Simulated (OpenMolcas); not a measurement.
# Exact exchange and the dipole moment of C2H3ClO (acetyl chloride)

C2H3ClO: 7 atoms, total charge 0, spin state singlet. SMILES: `CC(=O)Cl`. The coordinates come from a PBE0-D4/def2-TZVP relaxation.

The dipole moment y, in D, basis cc-pVDZ; a is the functional's share of exact exchange. Programs: OpenMolcas 26.06.

```
functional     program     a  y (D)
       PBE  OpenMolcas     0   2.57
      BLYP  OpenMolcas     0   2.51
     B3LYP  OpenMolcas   0.2      ?
      PBE0  OpenMolcas  0.25   2.73
     BHLYP  OpenMolcas   0.5   2.82
```

Problem. Fit y = c + s·a to the known rows and predict B3LYP.

Solution. 
1. Means of the 4 rows: a = 0.1875, y = 2.657.
2. Σ(Δa)² = 0.17188, Σ(Δa·Δy) = 0.099375, so the slope is 0.099375/0.17188 = 0.57816.
3. Intercept: 2.657 − (0.57816) × 0.1875 = 2.549. The largest residual of the fit is 0.039.
4. B3LYP: 2.549 + (0.57816) × 0.2 = 2.66 D.

The run gave 2.65 D, so the prediction is off by +0.01 D, within the scatter of the fit. More exact exchange makes the molecule more polar here. The rows mix families of semi-local functionals, which the line can't see. The measured value is 2.72 D (NIST CCCBDB).
